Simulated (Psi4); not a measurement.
**N2O (nitrous oxide) at 3 levels**

Aim: a comparison of 3 runs (B3LYP/6-31G*, HSE06/cc-pVTZ, TPSSh/cc-pVTZ) of N2O (nitrous oxide). 

The results are computed with Psi4 1.11.

**1. Starting point**

N2O has 3 atoms, charge 0, and is taken as a singlet. SMILES: `N#[N+][O-]`. The N2–O3 distance was set to 2.584 Å, away from the relaxed value. At this shape a bond of the SMILES string is far longer than usual.

Bond lengths: N1–N2 1.118 Å.

**2. A single-point energy at B3LYP/6-31G(d) (spherical functions) (run 1)**

Input file calc.in:

```
memory 1600 mb

molecule {
  0 1
  N     -1.145919     2.242498    -0.376106
  N     -0.642619     1.257698    -0.211006
  O      0.520100    -1.017800     0.170700
  symmetry c1
  no_reorient
  no_com
}

set basis 6-31G*
set puream true
set e_convergence 1e-09
set d_convergence 1e-08
set scf_type pk
set dft_radial_points 99
set dft_spherical_points 590

E, wfn = energy("b3lyp", return_wfn=True)
oeprop(wfn, "QUADRUPOLE", "DIPOLE", "WIBERG_LOWDIN_INDICES", title="B3LYP")
```

Command:

```console
psi4 calc.in calc.out -n 1
```

calc.out:

```text
[...]
  Running in c1 symmetry.
[...]
  Nuclear repulsion =   42.663102517428712
[...]
  Multiplicity = 1
[...]
  Nalpha       = 11
  Nbeta        = 11
[...]
    Number of basis functions: 42
[...]
   @RKS iter   1:  -184.45600440190350   -8.53111e-01   5.71995e-03 ADIIS/DIIS
[...]
   @RKS iter  10:  -184.48516094918389   -1.59162e-12   2.12844e-09 DIIS
[...]
    Orbital Energies [Eh]
    ---------------------
    Doubly Occupied:
       1A    -19.267353     2A    -14.472392     3A    -14.468232
       4A     -1.137406     5A     -0.918626     6A     -0.578149
       7A     -0.478321     8A     -0.478321     9A     -0.449475
      10A     -0.334399    11A     -0.334399
[...]
  @RKS Final Energy:  -184.48516094918389
   => Energetics <=
    Nuclear Repulsion Energy =             42.6631025174287117
    One-Electron Energy =                -335.6095849696941400
    Two-Electron Energy =                 126.3238849059638795
    DFT Exchange-Correlation Energy =     -17.8625634028823512
    Empirical Dispersion Energy =           0.0000000000000000
    VV10 Nonlocal Energy =                  0.0000000000000000
    Total Energy =                       -184.4851609491838644
[...]
 Multipole Moments:
 ------------------------------------------------------------------------------------
     Multipole            Electronic (a.u.)      Nuclear  (a.u.)        Total (a.u.)
 ------------------------------------------------------------------------------------
 L = 1.  Multiply by 2.5417464519 to convert [e a0] to [Debye]
 Dipole X            :         15.6614138          -15.7961564           -0.1347426
 Dipole Y            :        -30.6502870           30.9139768            0.2636897
 Dipole Z            :          5.1415276           -5.1857562           -0.0442286
 Magnitude           :                                                    0.2994061
 L = 2.  Multiply by 1.3450342976 to convert [e a0^2] to [Debye ang]
 Quadrupole XX       :        -62.3214623           50.8757422          -11.4457201
 Quadrupole XY       :         99.1666300          -99.5629091           -0.3962791
[...]
```

Run time: 2.7 s. Hardware: 1 thread of Intel Xeon 6975P-C (Granite Rapids), shared host; peak memory 0.38 GiB.

**3. Energy and gradient at HSE06/cc-pVTZ (run 2)**

Input file job.py:

```python
import psi4

psi4.set_memory(1600000000)
psi4.set_num_threads(1)
psi4.core.set_output_file('output.dat', False)

mol = psi4.geometry("""
N     -2.16547307     4.23770706    -0.71073733
N     -1.21437391     2.37670477    -0.39874355
O      0.98284656    -1.92336325     0.32257625
units bohr
symmetry c1
""")

psi4.set_options({
    'basis': 'cc-pVTZ',
    'puream': True,
    'e_convergence': 1e-09,
    'd_convergence': 1e-08,
    'scf_type': 'pk',
    'dft_radial_points': 99,
    'dft_spherical_points': 590,
})

e = psi4.gradient('hse06')
print('gradient / Eh bohr^-1')
print(e.np.round(6))
```

Command:

```console
python job.py
```

output.dat:

```text
[...]
  Running in c1 symmetry.
[...]
  Nuclear repulsion =   42.663102498588827
[...]
  Multiplicity = 1
[...]
  Nalpha       = 11
  Nbeta        = 11
[...]
    Number of basis functions: 90
[...]
   @RKS iter   1:  -184.33269815512296   -8.54968e-01   3.56315e-03 DIIS/ADIIS
[...]
   @RKS iter  10:  -184.37037810659649    2.13731e-11   2.12870e-09 DIIS
[...]
    Orbital Energies [Eh]
    ---------------------
    Doubly Occupied:
       1A    -19.318065     2A    -14.501705     3A    -14.497464
       4A     -1.145646     5A     -0.939651     6A     -0.583109
       7A     -0.478370     8A     -0.478370     9A     -0.450926
      10A     -0.347623    11A     -0.347623
[...]
  @RKS Final Energy:  -184.37037810659649
   => Energetics <=
    Nuclear Repulsion Energy =             42.6631024985888274
    One-Electron Energy =                -335.6753338937324429
    Two-Electron Energy =                 125.5787211341957175
    DFT Exchange-Correlation Energy =     -16.9368678456486030
    Empirical Dispersion Energy =           0.0000000000000000
    VV10 Nonlocal Energy =                  0.0000000000000000
    Total Energy =                       -184.3703781065964904
[...]
 Multipole Moments:
 ------------------------------------------------------------------------------------
     Multipole            Electronic (a.u.)      Nuclear  (a.u.)        Total (a.u.)
 ------------------------------------------------------------------------------------
 L = 1.  Multiply by 2.5417464519 to convert [e a0] to [Debye]
 Dipole X            :          0.0000181           -0.0000010            0.0000171
 Dipole Y            :          0.0000222           -0.0000012            0.0000209
 Dipole Z            :          0.2988672           -0.0162482            0.2826190
 Magnitude           :                                                    0.2826190
[...]
  -Total Gradient:
     Atom            X                  Y                   Z
    ------   -----------------  -----------------  -----------------
       1       -0.000000189772    -0.000000231940     0.081904525480
       2        0.000001096723     0.000001340342    -0.070780146113
       3       -0.000000913112    -0.000001115953    -0.011125232878
[...]
```

Standard output:

```text
gradient / Eh bohr^-1
[[-0.0000e+00 -0.0000e+00  8.1905e-02]
 [ 1.0000e-06  1.0000e-06 -7.0780e-02]
 [-1.0000e-06 -1.0000e-06 -1.1125e-02]]
```

Wall time 15 s (1 thread of Intel Xeon 6975P-C (Granite Rapids), shared host); peak memory 0.75 GiB.

**4. Energy and forces at TPSSh/cc-pVTZ (run 3)**

Input file n2o.in:

```
memory 1600 MB

molecule mol {
  N     -2.16547307     4.23770706    -0.71073733
  N     -1.21437391     2.37670477    -0.39874355
  O      0.98284656    -1.92336325     0.32257625
  units au
  symmetry c1
  no_reorient
  no_com
}

set {
  basis                cc-pVTZ
  reference            rks
  puream               true
  e_convergence        1e-09
  d_convergence        1e-08
  scf_type             pk
  dft_radial_points    99
  dft_spherical_points 590
}

e, wfn = gradient('tpssh', return_wfn=True)
oeprop(wfn, 'WIBERG_LOWDIN_INDICES', 'MULLIKEN_CHARGES', 'QUADRUPOLE')
```

Command:

```console
psi4 -n 1 n2o.in n2o.out
```

n2o.out, cut to the lines that bear on the results:

```text
[...]
  Running in c1 symmetry.
[...]
  Nuclear repulsion =   42.663102498588827
[...]
  Multiplicity = 1
[...]
  Nalpha       = 11
  Nbeta        = 11
[...]
    Number of basis functions: 90
[...]
   @RKS iter   1:  -184.51039954793958   -7.87645e-01   4.06668e-03 DIIS/ADIIS
[...]
   @RKS iter  10:  -184.56000863316800   -3.09797e-12   3.54427e-09 DIIS
[...]
  @RKS Final Energy:  -184.56000863316800
   => Energetics <=
    Nuclear Repulsion Energy =             42.6631024985888274
    One-Electron Energy =                -335.7215250208211046
    Two-Electron Energy =                 128.4758330767277243
    DFT Exchange-Correlation Energy =     -19.9774191876634468
    Empirical Dispersion Energy =           0.0000000000000000
    VV10 Nonlocal Energy =                  0.0000000000000000
    Total Energy =                       -184.5600086331679961
[...]
  -Total Gradient:
     Atom            X                  Y                   Z
    ------   -----------------  -----------------  -----------------
       1       -0.028517544830     0.055799452034    -0.009354456300
       2        0.022971720288    -0.044945812612     0.007533700348
       3        0.005546303256    -0.010854579422     0.001820915286
[...]
 Multipole Moments:
 ------------------------------------------------------------------------------------
     Multipole            Electronic (a.u.)      Nuclear  (a.u.)        Total (a.u.)
 ------------------------------------------------------------------------------------
 L = 1.  Multiply by 2.5417464519 to convert [e a0] to [Debye]
 Dipole X            :         15.6352285          -15.7961564           -0.1609278
 Dipole Y            :        -30.5990437           30.9139768            0.3149331
 Dipole Z            :          5.1329329           -5.1857562           -0.0528233
 Magnitude           :                                                    0.3575905
 L = 2.  Multiply by 1.3450342976 to convert [e a0^2] to [Debye ang]
 Quadrupole XX       :        -62.4790902           50.8757422          -11.6033481
 Quadrupole XY       :         99.0788710          -99.5629091           -0.4840381
[...]
  Mulliken Charges: (a.u.)
   Center  Symbol    Alpha    Beta     Spin     Total
[...]
```

Run time: 14 s. Hardware: 1 thread of Intel Xeon 6975P-C (Granite Rapids), shared host; peak memory 0.79 GiB.

**5. Overview of the runs**

```
run                               level      task  energy (Eh)  dipole moment (D)  HOMO energy (eV)  LUMO energy (eV)  wall time
  1  B3LYP/6-31G* (spherical functions)    energy  -184.485161               0.76             -9.10             -6.79      2.7 s
  2                       HSE06/cc-pVTZ  gradient  -184.370378               0.72             -9.46             -7.14       15 s
  3                       TPSSh/cc-pVTZ  gradient  -184.560009               0.91             -8.67             -7.58       14 s
```

**6. Summary of results**

| quantity | value |
| --- | --- |
| run 3: total energy | -184.56001 Eh |
| run 3: dipole moment | 0.91 D |
| run 3: HOMO energy | -8.67 eV |
| run 3: LUMO energy | -7.58 eV |
| run 3: HOMO–LUMO gap | 1.09 eV |
| run 3: largest force on an atom | 3.258 eV/Å |

The dipole moment (its size) runs from 0.72 D (HSE06/cc-pVTZ) to 0.91 D (TPSSh/cc-pVTZ). The HOMO–LUMO gap runs from 1.09 eV (TPSSh/cc-pVTZ) to 2.32 eV (HSE06/cc-pVTZ). Totals of different functionals can't be ranked against each other. In runs 1, 2, 3 a closed-shell determinant meets a far-stretched bond, which it describes badly. All runs together took 32 s, the longest 15 s.
